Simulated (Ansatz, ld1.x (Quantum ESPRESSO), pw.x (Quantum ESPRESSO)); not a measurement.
## From atom to crystal: TM potential for rhenium (Re)

| Quantity | Value |
| --- | --- |
| Element | Re |
| Generator | ld1.x (Quantum ESPRESSO) 7.5 |
| Type | norm-conserving Troullier–Martins (Kleinman–Bylander form) |
| Functional | LDA (PW92) |
| Relativity | scalar-relativistic |
| Frozen core | [Xe] 4f14 |
| Valence charge | 7 |
| Reference configuration | 5d5 6s0 6p0 (charge +2) |
| Partial waves | 6s (bound, empty): rc 2.40 bohr; 6p (bound, empty): rc 2.90 bohr; 5d (bound): rc 2.35 bohr |
| Local potential | all-electron potential smoothed inside 1.90 bohr (lloc = -2) |
| Core correction | Bessel-smoothed model core inside 2.25 bohr |

Atomic tests: cutoffs needed: 30 Ry and 35 Ry (the cutoffs (Ry, on a coarse ladder) from which the occupation-weighted sum of valence levels, in a spherical-Bessel basis at the reference potential, stays within 10 and 1 mRy of its value at 400 Ry); ghost test: ghost state, extra bound levels that the all-electron valence spectrum of the same l lacks: s at -17.8 eV; a true bound ghost makes a file unfit for plane-wave use (spherical-Bessel basis up to 400 Ry, 20 bohr box); configuration tests: 4 of 9 tests not solved or not reliable.

Crystal test: diamond Re in pw.x 7.5, no spin, 8³ k-points, Fermi–Dirac smearing 0.01 Ry, cutoffs 50/200 Ry. The reference is all-electron LAPW (Ansatz 0.2.0) with the same functional, mesh and smearing; V0 and B0 come from Birch–Murnaghan fits to the pressures at five volumes. Errors are pseudo minus all-electron; Δ is the rms difference of the E(V) curves that follow from these fits, minima aligned, over ±6 % about the mean V0. Mesh and smearing are coarse, so the numbers serve the comparison and aren't converged zero-temperature values; the lattice is a test structure that the element need not adopt.

All-electron: a0 = 5.560 Å (V0 = 21.49 Å³/atom), B0 = 198.6 GPa.

Q: How far does the potential miss the all-electron equation of state?

A: mean pressure error (GPa): -9.14; a0 (Å): 5.469; a0 error (%): -1.65; B0 error (%): +0.9; Δ (meV/atom): 45.8. The largest radius (2.90 bohr) exceeds half the bond length (2.28 bohr), so the spheres overlap, which is one possible source of error among others. This is a poor potential for the solid. Note: ghost state, extra bound levels that the all-electron valence spectrum of the same l lacks: s at -17.8 eV. A true bound ghost makes a file unfit for plane-wave use. Atomic configuration tests: 4 of 9 tests not solved or not reliable. The logarithmic derivative shows an extra or strongly shifted pseudo pole above the reference energy (s near -1.31 Ry).

```json
{"V (Å³/atom)": "20.420", "P all-electron (GPa)": "11.28", "P pseudo (GPa)": "0.25"}
{"V (Å³/atom)": "20.958", "P all-electron (GPa)": "5.24", "P pseudo (GPa)": "-4.71"}
{"V (Å³/atom)": "21.495", "P all-electron (GPa)": "-0.05", "P pseudo (GPa)": "-9.08"}
{"V (Å³/atom)": "22.032", "P all-electron (GPa)": "-4.71", "P pseudo (GPa)": "-12.91"}
{"V (Å³/atom)": "22.570", "P all-electron (GPa)": "-8.79", "P pseudo (GPa)": "-16.27"}
```

Q: At the middle volume, how do free energy and pressure move when the wave cutoff is lowered (ecutrho kept at four times it)?

A:

| cutoff (Ry) | shift of F (meV/atom) | shift of P (GPa) |
| --- | --- | --- |
| 22 | +1169.6 | -38.52 |
| 30 | +69.8 | -4.42 |
| 40 | +2.1 | +0.08 |

The run at the middle volume (29 k-points, 10 iterations) took about 11 s on one core of a shared host (Neoverse-V2, 96 threads, 742 GiB, load 58).
